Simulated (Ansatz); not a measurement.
**HON, singlet in cc-pVDZ: errors against RCCSDTQ**

Geometry: that of the HON, triplet, kept fixed. The triplet lies 0.9 eV lower here.

| atom | x (Å) | y (Å) | z (Å) |
| --- | --- | --- | --- |
| N | 0.0000 | -0.0590 | 0.7269 |
| O | 0.0000 | 0.1003 | -0.5734 |
| H | 0.0000 | -0.7728 | -0.9996 |

Basis cc-pVDZ; Ansatz 0.2.0. Only valence electrons are correlated (noble-gas cores frozen), which leaves 12 electrons in 31 orbitals. Prefix R: restricted or restricted open-shell reference; prefix U: unrestricted. Active spaces: valence = (12e, 9o) chosen from the atoms' valence shells.

Full CI isn't at hand for all of this; RCCSDTQ serves as the reference, and is uncertain by about the last step of the cluster series. The frozen core follows each run's orbitals, which can shift R against U totals by a few meV.

```
UHF ⟨S²⟩                          : 0.969
T1 diagnostic (RCCSD)             : 0.0276
largest doubles amplitude (RCCSD) : 0.104
```

```
   level  E − E(RHF) (eV)
    RMP2          -8.8639
   RCCSD          -9.4400
RCCSD(T)          -9.7570
```

Task: Estimate how far RCCSDTQ in cc-pVDZ lies from RCCSD(T). The table doesn't fix it; the size of (T) and the diagnostics are the guide.

Result: RCCSDTQ in cc-pVDZ lies 1.57 kcal/mol below RCCSD(T), which is 22 % of the (T) step (-7.31 kcal/mol). T1 is raised, RHF is unstable towards spin polarisation, but (T) still catches most of what CCSD lacks. The miss exceeds 1 kcal/mol.

The other levels:

| level | E − E(RCCSDTQ) (kcal/mol) | share of correlation (%) | wall time |
| --- | --- | --- | --- |
| UHF† | 199.70 | – | – |
| UMP2† | 12.97 | – | – |
| CISD | 25.53 | 88.73 | 0.52 s |
| UCCSD*† | -3.48 | – | – |
| UCCSD(T)*† | -10.39 | – | 1.9 s |
| BCCD(T) | 1.55 | 99.32 | 0.67 s |
| RCCSDT | 0.80 | 99.65 | – |
| UCCSDT*† | -17.92 | – | – |
| RCCSDT(Q) | -0.11 | 100.05 | 3.1 s |
| UCCSDT(Q)*† | -20.64 | – | 34 s |
| UCCSDTQ*† | -19.93 | – | 2.4 min (H100) |
| CASSCF (valence space) | 151.29 | 33.23 | – |
| NEVPT2 (valence space) | 28.50 | 87.42 | 2 s |
| MRCISD (valence space) | 10.74 | 95.26 | – |
| MRCISD+Q (valence space) | 2.38 | 98.95 | 3.3 s |

An asterisk marks runs whose energy the program itself flagged as in doubt. A dagger marks rows that describe another state than the reference (another or a broken symmetry, a higher spin or other natural occupations), so the difference isn't the method's error.

The correlation energy at RCCSDTQ, counted from RHF, is -9.825 eV. That run took 11 s on 2 threads of AMD EPYC 7R13 with a shared H100 80 GB, shared host.

Times hold each run's SCF and search for its determinant on a shared host, so for small cases they say little of a method's own cost; rows without a card ran on 1 thread of AMD EPYC 7R13.

Unrestricted levels hold only the spin's projection, and here they fall towards a lower state of higher spin.

Natural occupations of CASSCF (valence space) about the gap: 1.997 1.993 1.975 1.965 1.951 0.058 0.037 0.027; effectively unpaired electrons, Σ n²(2−n)², 0.04.
